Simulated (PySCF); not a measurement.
Numbering as in the mapped SMILES `[CH2:1]=[CH:2][O:3][CH:4]=[CH2:5]`. Each H is labelled by its parent atom. Ha(C1), Ha(C5) are cis to O3; Hb(C1), Hb(C5) are trans to O3.

GIAO PBE0/pcSseg-1 shifts (PySCF 2.14, gas phase, non-relativistic, equivalent atoms averaged), each against references optimised in the same way as the molecule (TMS, H2O).

On the GFN2-xTB geometry: C2/C4 157.8, C1/C5 96.4, O3 202.5, H(C2)/H(C4) 6.52, Ha(C1)/Ha(C5) 4.84, Hb(C1)/Hb(C5) 4.39 ppm.

Problem. What changes on the GFN2-xTB geometry?

Solution. 
```json
{"atoms": "C2/C4", "δ (ppm)": "157.8", "change": "+0.0"}
{"atoms": "C1/C5", "δ (ppm)": "96.4", "change": "+0.0"}
{"atoms": "O3", "δ (ppm)": "202.5", "change": "+0.0"}
{"atoms": "H(C2)/H(C4)", "δ (ppm)": "6.52", "change": "+0.00"}
{"atoms": "Ha(C1)/Ha(C5)", "δ (ppm)": "4.84", "change": "+0.00"}
{"atoms": "Hb(C1)/Hb(C5)", "δ (ppm)": "4.39", "change": "+0.00"}
```

Bonds between heavy atoms that differ most (equivalent bonds averaged): C2–O3 1.355 → 1.355 Å. Mean change of bonds to hydrogen: C–H +0.000 Å.
